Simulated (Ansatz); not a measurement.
# BSiNH (sextet): the correlation ladder, cc-pVDZ

The task here is to estimate one member of a computed series from the others.

Method: cc-pVDZ, core rule «outside noble gas», up to 7 orbitals frozen; program: Ansatz 0.2.0, Gaussian basis.

The runs, in order: UHF; CCSD(T) on ROHF; CCSD(T) on UHF; BCCD(T) on ROHF; CISD; CCSDT(Q) on ROHF; CCSDT(Q) on UHF; CASSCF and MRCISD+Q, 13 electrons in 11 orbitals; CASSCF and NEVPT2, 13 electrons in 11 orbitals.

20 further runs of the same task are left out: 9 that didn't finish, 11 set aside as unsound or not needed.

### The geometry

The geometry is a PBE0/def2-TZVP stationary point (not a proven minimum) of the parent state, kept for this charge and spin.

4 atoms, charge 0, spin multiplicity 6.

Atoms are counted from 1 here; the program's logs count them from 0.

Bond lengths: N1–B2 1.336 Å, N1–Si3 1.777 Å, B2–Si3 2.063 Å, B2–H4 1.181 Å. Angles: B2–N1–Si3 81.7°, N1–B2–Si3 58.5°, N1–B2–H4 153.5°, Si3–B2–H4 148.1°, N1–Si3–B2 39.9°.

Set-up of the first run:

File in.yaml:

```yaml
crystal:
  periodic: [false, false, false]
  atoms:
    - {symbol: N, position_ang: [0.000000, -0.759800, 0.665432]}
    - {symbol: B, position_ang: [0.000000, 0.473968, 1.177819]}
    - {symbol: Si, position_ang: [0.000000, 0.151704, -0.859531]}
    - {symbol: H, position_ang: [0.000000, 1.247631, 2.069996]}
basis:
  gaussian: {orbitals: cc-pVDZ}
magnetization: {spin_polarized: true, initial_magnetization: 5}
hamiltonian: {xc: hf}
output: {orbitals: {seedname: orbitals}}
```

The run is started by

```bash
ansatz run in.yaml --threads 1 --pin off --events-out ev --progress --plain --max-ram 2393MiB
```

Among the steps run: UHF; CCSD(T) on ROHF; CCSD(T) on UHF; BCCD(T) on ROHF; CISD; CCSDT(Q) on ROHF; CCSDT(Q) on UHF; CASSCF and MRCISD+Q, 13 electrons in 11 orbitals; CASSCF and NEVPT2, 13 electrons in 11 orbitals.

One table of the session follows, with a row left open; its other results are not shown here.

```
           method  from UCCSDT(Q) (meV)
             ROHF                     ?
              UHF               +7590.0
             RMP2               +1253.3
             UMP2               +1283.1
             CISD                +891.0
            RCCSD                +336.3
            UCCSD                +325.0
         RCCSD(T)                 +65.6
         UCCSD(T)                 +64.7
          BCCD(T)                 +66.1
           RCCSDT                 +23.8
           UCCSDT                 +21.5
        RCCSDT(Q)                  +3.6
        UCCSDT(Q)                     0
  CASSCF frontier               +6396.5
  NEVPT2 frontier               +1578.7
  MRCISD frontier                +680.5
MRCISD+Q frontier                +136.4
```

Q: Estimate the row for ROHF from the others.

The run gave: from UCCSDT(Q) (meV): +7865.8. In the column «from UCCSDT(Q) (meV)» it is the highest.

Among the levels timed on like hardware and quicker than the yardstick, those that no quicker one beats, quickest first: RCCSD(T) (9.5 s, +65.6 meV); UCCSD(T) (11 s, +64.7 meV).

To keep in mind: Of the multireference levels listed MRCISD+Q frontier comes nearest in total energy (+136.4 meV), which doesn't show that its space is the better one. Restricted and unrestricted rows rest on different reference determinants; where their highest levels disagree by more than a few hundredths of an eV, they describe different states and don't form one ladder.
